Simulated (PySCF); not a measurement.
PySCF input (M06-2X/6-311+G**):

```python
from pyscf import gto, dft

mol = gto.M(
    atom='''
    C     0.86960503    1.66518517   -0.12267063
    C     0.10658209    0.63012540    0.03870510
    C    -0.68708286   -0.44387260    0.20689303
    C    -0.34283198   -1.75679535   -0.09043260
    H     1.53637185    2.01545253    0.66246752
    H     0.88059896    2.23165153   -1.05148823
    H    -1.67916485   -0.25344235    0.61049230
    H     0.62962337   -2.00162375   -0.49338437
    H    -1.04506298   -2.55989368    0.07694336
    ''',
    basis='6-311+g**',
    charge=0,
    spin=1,
    verbose=4,
)

mf = dft.UKS(mol, xc='m062x')
mf.grids.level = 4
mf.conv_tol = 1e-9
mf.max_cycle = 100
mf.max_memory = 1500
mf.kernel()
if not mf.converged:
    mf = mf.newton()
    mf.kernel(mf.make_rdm1())
mo, _, stable, _ = mf.stability(return_status=True)
if not stable:
    mf.kernel(mf.make_rdm1(mo, mf.mo_occ))
    stable = mf.stability(return_status=True)[2]
mf.dip_moment()
```

What final total energy does it give?

-155.28305 Eh.
